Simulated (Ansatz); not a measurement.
A calculation with Ansatz (development build ahead of 0.2.0).

```yaml
crystal:
  periodic: [false, false, false]
  atoms:
    - { symbol: C, position_ang: [0.00989, 0.0436, -0.02238] }
    - { symbol: C, position_ang: [1.39727, -0.04642, 0.00738] }
    - { symbol: C, position_ang: [-0.72814, 1.20556, -0.04109] }
    - { symbol: C, position_ang: [-0.69919, -1.20615, 0.04568] }
    - { symbol: H, position_ang: [1.95764, -0.89067, -0.00802] }
    - { symbol: H, position_ang: [1.98673, 0.90692, -0.03918] }
    - { symbol: H, position_ang: [-1.75815, 1.27116, 0.00803] }
    - { symbol: H, position_ang: [-0.17762, 2.17817, 0.04997] }
    - { symbol: H, position_ang: [-1.8456, -1.25666, -0.01294] }
    - { symbol: H, position_ang: [-0.19112, -2.16287, -0.04499] }
basis:
  gaussian: { orbitals: STO-3G }
magnetization:
  spin_polarized: true
  initial_magnetization: 2
hamiltonian:
  xc: hf
correlation:
  method: mp2
  frozen_orbitals: { C: 1, H: 0 }
```

The input is written out in the form of the current development build from the run's settings.

Output:

```json
{"Converged": "yes", "Reference energy": "-153.00175 hartree", "Correlation energy": "-0.16022 hartree", "Total energy": "-153.16197 hartree", "Spin squared of the determinant": "2.281"}
```

Caution: the unrestricted determinant is spin contaminated.
